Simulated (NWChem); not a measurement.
System: C3H8O; SMILES O(CC)C

Input file for NWChem:

```
start job
memory heap 200 mb stack 900 mb global 1100 mb
geometry units angstroms
  C      0.477379     1.553332     0.154743
  C     -0.613758     0.581148    -0.259763
  O     -0.529009    -0.671918     0.362256
  C      0.477951    -1.501536    -0.125060
  H      0.301917     2.541396    -0.297820
  H      0.488825     1.672121     1.248906
  H      1.476891     1.218505    -0.162449
  H     -1.598110     0.989269     0.020154
  H     -0.617750     0.461706    -1.363976
  H      1.496408    -1.114380     0.072831
  H      0.385834    -1.666137    -1.218221
  H      0.383269    -2.474256     0.378636
end
basis spherical
  * library 3-21g
end
dft
  xc hfexch
  iterations 150
end
driver
  maxiter 120
end
task dft optimize
task dft freq
```

Output (shortened):

```
             Northwest Computational Chemistry Package (NWChem) 7.3.0
             --------------------------------------------------------

 C1  symmetry detected

                             Geometry "geometry" -> ""
                             -------------------------

 Output coordinates in angstroms (scale by  1.889725989 to convert to a.u.)

  No.       Tag          Charge          X              Y              Z
 ---- ---------------- ---------- -------------- -------------- --------------
    1 C                    6.0000     0.47567138     1.55279594     0.13080101
    2 C                    6.0000    -0.61590911     0.57731055    -0.27468289
    3 O                    8.0000    -0.53520720    -0.66793639     0.36337016
    4 C                    6.0000     0.47176321    -1.50536095    -0.11038300
    5 H                    1.0000     0.30328759     2.53535863    -0.33473636
    6 H                    1.0000     0.48404387     1.68538456     1.22340554
    7 H                    1.0000     1.47554532     1.21228498    -0.17911594
    8 H                    1.0000    -1.60038377     0.99061263    -0.00291798
    9 H                    1.0000    -0.61679865     0.44392927    -1.37730582
   10 H                    1.0000     1.49029491    -1.11746992     0.08567564
   11 H                    1.0000     0.38263743    -1.68360778    -1.20165046
   12 H                    1.0000     0.37387805    -2.47147453     0.40527344

 Effective nuclear repulsion energy (a.u.)     135.2348341067

                                Z-matrix (autoz)
                                --------

 Units are Angstrom for bonds and degrees for angles

[...]

      ----------------------
      Optimization converged
      ----------------------

  Step       Energy      Delta E   Gmax     Grms     Xrms     Xmax
  ---- ---------------- -------- -------- -------- -------- --------
@    6    -192.03595016 -9.6D-07  0.00016  0.00003  0.00071  0.00133
                                     ok       ok       ok       ok

                                Z-matrix (autoz)
                                --------

 Units are Angstrom for bonds and degrees for angles

[...]

 Rotational Constants
 --------------------
 A=   0.533576 cm-1  (  0.767679 K)
 B=   0.167466 cm-1  (  0.240941 K)
 C=   0.146540 cm-1  (  0.210834 K)

 Temperature                      =   298.15K
 frequency scaling parameter      =   1.0000

 Zero-Point correction to Energy  =   72.866 kcal/mol  (  0.116119 au)
 Thermal correction to Energy     =   76.258 kcal/mol  (  0.121525 au)
 Thermal correction to Enthalpy   =   76.850 kcal/mol  (  0.122469 au)

 Total Entropy                    =   72.007 cal/mol-K
   - Translational                =   38.181 cal/mol-K (mol. weight =  60.0575)
   - Rotational                   =   24.314 cal/mol-K (symmetry #  =        1)
   - Vibrational                  =    9.511 cal/mol-K

 Cv (constant volume heat capacity) =   17.006 cal/mol-K
   - Translational                  =    2.979 cal/mol-K
   - Rotational                     =    2.979 cal/mol-K
   - Vibrational                    =   11.047 cal/mol-K

[normal modes left out]

 ----------------------------------------------------------------------------
 Normal Eigenvalue ||           Projected Infra Red Intensities
  Mode   [cm**-1]  || [atomic units] [(debye/angs)**2] [(KM/mol)] [arbitrary]
 ------ ---------- || -------------- ----------------- ---------- -----------
    1       -0.000 ||    0.001211           0.028         1.180       0.695
    2       -0.000 ||    0.001494           0.034         1.456       0.857
    3       -0.000 ||    0.000449           0.010         0.437       0.257
    4        0.000 ||    0.001559           0.036         1.520       0.895
    5        0.000 ||    0.000208           0.005         0.203       0.120
    6        0.000 ||    0.000464           0.011         0.452       0.266
    7      106.880 ||    0.005057           0.117         4.930       2.902
    8      203.032 ||    0.003271           0.075         3.188       1.877
    9      254.073 ||    0.002286           0.053         2.228       1.312
   10      377.377 ||    0.008104           0.187         7.901       4.651
   11      474.134 ||    0.009522           0.220         9.282       5.464
   12      884.197 ||    0.011229           0.259        10.946       6.443
   13      897.742 ||    0.001679           0.039         1.637       0.963
   14     1026.436 ||    0.016382           0.378        15.970       9.401
   15     1167.314 ||    0.044560           1.028        43.439      25.570
   16     1227.461 ||    0.026132           0.603        25.475      14.995
   17     1267.492 ||    0.004899           0.113         4.775       2.811
   18     1297.228 ||    0.102814           2.372       100.228      58.997
   19     1340.613 ||    0.003827           0.088         3.731       2.196
   20     1455.398 ||    0.003819           0.088         3.723       2.191
   21     1533.239 ||    0.028362           0.654        27.649      16.275
   22     1569.153 ||    0.011312           0.261        11.027       6.491
   23     1631.938 ||    0.001715           0.040         1.672       0.984
   24     1661.773 ||    0.006179           0.143         6.024       3.546
   25     1668.580 ||    0.001321           0.030         1.288       0.758
   26     1680.171 ||    0.005924           0.137         5.775       3.399
   27     1683.507 ||    0.001720           0.040         1.677       0.987
   28     1697.553 ||    0.008490           0.196         8.277       4.872
   29     3173.338 ||    0.027452           0.633        26.762      15.753
   30     3182.638 ||    0.067759           1.563        66.055      38.882
   31     3206.848 ||    0.009090           0.210         8.861       5.216
   32     3225.686 ||    0.068958           1.591        67.223      39.570
   33     3256.716 ||    0.007050           0.163         6.873       4.045
   34     3271.271 ||    0.039569           0.913        38.573      22.706
   35     3284.094 ||    0.042415           0.979        41.348      24.339
   36     3289.010 ||    0.051085           1.179        49.800      29.314
 ----------------------------------------------------------------------------
```

Level: Hartree-Fock/3-21G.
